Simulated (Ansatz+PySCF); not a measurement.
The numbers below are computed, except where a source is named.
Input for PySCF 2.14.0:

```python
from pyscf import gto, scf, mp

# the (T+d) and (D+d) sets load through basis_set_exchange
mol = gto.M(atom="""
C -0.049760 0.000000 -0.162090
Cl -0.054870 0.000000 1.629860
H -0.470340 -0.936070 -0.532010
H 1.045310 0.000000 -0.403760
H -0.470340 0.936070 -0.532010
""", basis={'C': 'cc-pvtz', 'Cl': 'cc-pv(t+d)z', 'H': 'cc-pvtz'}, charge=1, spin=1)
mf = scf.UHF(mol)
mf.kernel()
pt = mp.MP2(mf, frozen=6).run()
print(mf.e_tot, pt.e_corr, pt.e_tot)
```

The script is written out from the run's settings.

The run gave:

| Property | Result |
| --- | --- |
| Converged | yes |
| Reference energy | -498.77135 hartree |
| Correlation energy | -0.33154 hartree |
| Total energy | -499.10290 hartree |
| Spin squared of the determinant | 0.763 |

Caution: MP2 on this radical cation hangs on the determinant chosen.
